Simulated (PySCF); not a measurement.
Species: C5H5F.
Bonds: C1–C2 (double), C2–C3, C3–C4 (triple), C4–C5, C5–F6. Hydrogens: H7, H8 on C1; H9 on C2; H10, H11 on C5.

Computed by this run: PBE0-D3(BJ)/def2-SVP geometry optimisation, gas phase in PySCF; density fitting, grid level 1; the optimiser is geomeTRIC in internal coordinates, started from a GFN2-xTB structure with every atom displaced at random (about 0.01 Å).

Step 1: E = -7965.7636 eV
```
atom  x, y, z in Å  |  force x, y, z in eV/Å
C1      2.4794    0.4236    0.1891    0.228  -0.017  -0.042
C2      1.6190   -0.3724   -0.4627    0.243  -0.090   0.009
C3      0.2126   -0.2504   -0.3522   -1.132   0.120  -0.193
C4     -1.0053   -0.1293   -0.2983    1.034  -0.167   0.275
C5     -2.4226    0.0011   -0.0058   -0.194   0.096  -0.162
F6     -3.1761   -0.9662   -0.6229    0.039   0.035   0.090
H7      2.1292    1.2258    0.8405   -0.028   0.048   0.038
H8      3.5622    0.2952    0.0850   -0.112  -0.016  -0.014
H9      2.0036   -1.1783   -1.1067   -0.104   0.118   0.064
H10    -2.5665   -0.0665    1.0902   -0.043  -0.044  -0.096
H11    -2.7976    0.9916   -0.3318    0.068  -0.081   0.031
```

Step 2: E = -7965.7744 eV
```
atom  x, y, z in Å  |  force x, y, z in eV/Å
C1      2.5356    0.4254    0.1831   -0.209   0.099   0.062
C2      1.6056   -0.3293   -0.4224    0.166  -0.226  -0.123
C3      0.1930   -0.2201   -0.3079   -0.132   0.275  -0.008
C4     -1.0200   -0.1221   -0.2564    0.232  -0.085   0.245
C5     -2.4525   -0.0133   -0.0187   -0.047  -0.029  -0.090
F6     -3.1669   -0.9949   -0.6555    0.024   0.018  -0.014
H7      2.2645    1.2449    0.8536   -0.011   0.003   0.004
H8      3.5994    0.2403    0.0173   -0.033  -0.024  -0.020
H9      1.9491   -1.1375   -1.0792   -0.018  -0.033  -0.044
H10    -2.6440   -0.0896    1.0665    0.004   0.010   0.008
H11    -2.8259    0.9705   -0.3560    0.025  -0.008  -0.021
```

Step 3: E = -7965.7873 eV
```
atom  x, y, z in Å  |  force x, y, z in eV/Å
C1      2.5206    0.4263    0.1778   -0.037   0.009  -0.002
C2      1.6115   -0.3470   -0.4340   -0.111   0.081   0.119
C3      0.2016   -0.2181   -0.2862    0.409   0.013  -0.160
C4     -1.0044   -0.1214   -0.2132   -0.417  -0.019   0.186
C5     -2.4439   -0.0093   -0.0148    0.061  -0.071   0.001
F6     -3.1413   -0.9914   -0.6663    0.012  -0.004  -0.075
H7      2.2364    1.2393    0.8532   -0.025  -0.060  -0.047
H8      3.5841    0.2574    0.0089    0.089   0.007   0.000
H9      1.9439   -1.1500   -1.0996    0.031  -0.040  -0.042
H10    -2.6705   -0.0860    1.0620    0.012   0.039   0.071
H11    -2.8001    0.9744   -0.3635   -0.023   0.045  -0.051
```

Step 4: E = -7965.7910 eV
```
atom  x, y, z in Å  |  force x, y, z in eV/Å
C1      2.5242    0.4236    0.1715   -0.056   0.013   0.011
C2      1.6117   -0.3493   -0.4341   -0.046   0.005   0.034
C3      0.2045   -0.2148   -0.2732    0.249  -0.023  -0.133
C4     -1.0019   -0.1219   -0.1853   -0.226  -0.013   0.126
C5     -2.4428   -0.0098   -0.0098    0.033  -0.002  -0.016
F6     -3.1244   -0.9904   -0.6806   -0.007  -0.013  -0.010
H7      2.2173    1.2263    0.8467    0.061   0.017   0.008
H8      3.5914    0.2682    0.0026    0.009   0.008   0.006
H9      1.9369   -1.1513   -1.1065    0.009  -0.016  -0.019
H10    -2.6893   -0.0803    1.0646   -0.010   0.006   0.006
H11    -2.7900    0.9739   -0.3714   -0.016   0.018  -0.011
```

**Question.** Estimate the geometry and energy of step 5. (The exact step hangs on the optimiser's Hessian estimate; all steps are aligned on step 4, rigid shifts and turns removed.)

**Answer.** E = -7965.7928 eV, largest force 0.082 eV/Å
```
atom  x, y, z in Å  |  force x, y, z in eV/Å
C1      2.5288    0.4253    0.1692    0.068  -0.037  -0.027
C2      1.6082   -0.3437   -0.4293   -0.026   0.004   0.013
C3      0.2029   -0.2099   -0.2611   -0.015  -0.008  -0.057
C4     -1.0051   -0.1240   -0.1590    0.033  -0.009   0.047
C5     -2.4480   -0.0138   -0.0084   -0.001   0.045  -0.026
F6     -3.1124   -0.9954   -0.6955   -0.018  -0.017   0.031
H7      2.2495    1.2305    0.8520   -0.020   0.021   0.012
H8      3.5931    0.2604   -0.0150   -0.016   0.010   0.008
H9      1.9267   -1.1449   -1.1082    0.006   0.020   0.015
H10    -2.7170   -0.0794    1.0620   -0.014  -0.015  -0.036
H11    -2.7890    0.9691   -0.3823    0.002  -0.014   0.019
```

The energy changes by -0.0019 eV. The first-order estimate −F·Δx gives -0.0040 eV and the mean of the old and new forces, exact on a quadratic surface, -0.0019 eV. The step makes an angle of 81° with the force vector and moves no atom by more than 0.033 Å.

The cost below is that of the whole optimisation. The run took 29 s of wall time on Arm Neoverse V2, one thread (shared host), and the process peaked at 0.43 GiB of memory.
